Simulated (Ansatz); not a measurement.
1T (CdI2-type) VS2

Level of theory: HSE06 (PAW; Ansatz, an electronic-structure program).

Numerical settings: plane-wave cutoff 460 eV, 9×9×6 k mesh (along the axes of the cell as run), Fermi–Dirac smearing 0.05 eV, spin-polarised start, scalar-relativistic PAW data made under PBE.

Cell (relaxed at this level):

```cif
data_S2V
_chemical_formula_sum 'V1 S2'
_space_group_name_H-M_alt 'P-3m1'
_space_group_IT_number 164
_space_group_name_Hall '-P 3 2"'
_cell_length_a 3.27887
_cell_length_b 3.27887
_cell_length_c 6.78304
_cell_angle_alpha 90.000
_cell_angle_beta 90.000
_cell_angle_gamma 120.000
loop_
_atom_site_label
_atom_site_type_symbol
_atom_site_symmetry_multiplicity
_atom_site_Wyckoff_symbol
_atom_site_fract_x
_atom_site_fract_y
_atom_site_fract_z
_atom_site_occupancy
V1 V 1 a 0.00000 0.00000 0.00000 1
S1 S 2 d 0.33333 0.66667 0.20672 1
```

* **band gap**: 0.51 eV (on the SCF k mesh)

Note: the magnetic order was assumed, not searched for or taken from measurement; the cell comes from a level without a dispersion term, which matters for the spacing of layers, chains or molecules; the relaxation could not lower the start's symmetry, so the cell can be a saddle point above a distorted one; the cell has widely spaced layers and the level no dispersion term, so their spacing and the moduli can rest on weak binding.

Static lattice: no zero-point or thermal effects.
